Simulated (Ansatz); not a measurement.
System: rock-salt MgS. Method: r²SCAN0 (PAW; Ansatz, a quantum-chemistry and plane-wave program).

Numerical settings: plane-wave cutoff 520 eV, 8×8×8 k mesh, Fermi–Dirac smearing 0.01 eV, scalar-relativistic PAW data made under PBE.

The cell has the measured lattice: a = 5.2033 Å, b = 5.2033 Å, c = 5.2033 Å, α = 90.00°, β = 90.00°, γ = 90.00°.

Question: Give the computed band gap, smallest direct gap on the k points sampled and width of the whole s-p valence band.

Answer: 
- band gap = 4.96 eV (on the SCF k mesh) (indirect)
- smallest direct gap on the k points sampled = 6.09 eV
- width of the whole s-p valence band = 14.33 eV

Note: cell and atoms aren't relaxed at this level (pressure -0.8 GPa).

Static lattice: no zero-point or thermal effects.

Cost on a shared machine: very roughly 110 core-seconds.
